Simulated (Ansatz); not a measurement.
**Gallium, alpha-Ga (Cmce): convergence with Methfessel-Paxton smearing**

Computed with Ansatz, LDA, scalar-relativistic PAW, on the relaxed cell (a = 4.436 Å, b = 7.484 Å, c = 4.425 Å; spin not included). Errors count from a run at 420 eV on a Γ-centred 11×11×10 mesh with Fermi-Dirac smearing of 0.1 eV, extrapolated to zero width. Fixed here: cutoff 420 eV, mesh 8×8×7. The SCF starts from atomic densities corrected by a trained network.

```json
{"width (eV)": "0.01", "E(σ→0) error (meV/atom)": "2.4", "F error (meV/atom)": "2.4", "P (GPa)": "-0.03", "SCF iterations": "7"}
{"width (eV)": "0.03", "E(σ→0) error (meV/atom)": "2.4", "F error (meV/atom)": "2.4", "P (GPa)": "-0.03", "SCF iterations": "7"}
{"width (eV)": "0.1", "E(σ→0) error (meV/atom)": "2.3", "F error (meV/atom)": "2.3", "P (GPa)": "-0.05", "SCF iterations": "7"}
{"width (eV)": "0.2", "E(σ→0) error (meV/atom)": "2.3", "F error (meV/atom)": "2.3", "P (GPa)": "-0.05", "SCF iterations": "7"}
{"width (eV)": "0.3", "E(σ→0) error (meV/atom)": "2.3", "F error (meV/atom)": "2.3", "P (GPa)": "-0.05", "SCF iterations": "7"}
{"width (eV)": "0.6", "E(σ→0) error (meV/atom)": "1.8", "F error (meV/atom)": "3.5", "P (GPa)": "-0.11", "SCF iterations": "7"}
```

Problem. What does the run at 1.0 give (width)?

Solution. E(σ→0) error (meV/atom): 4.9; F error (meV/atom): 11.8; P (GPa): -0.16; SCF iterations: 7.
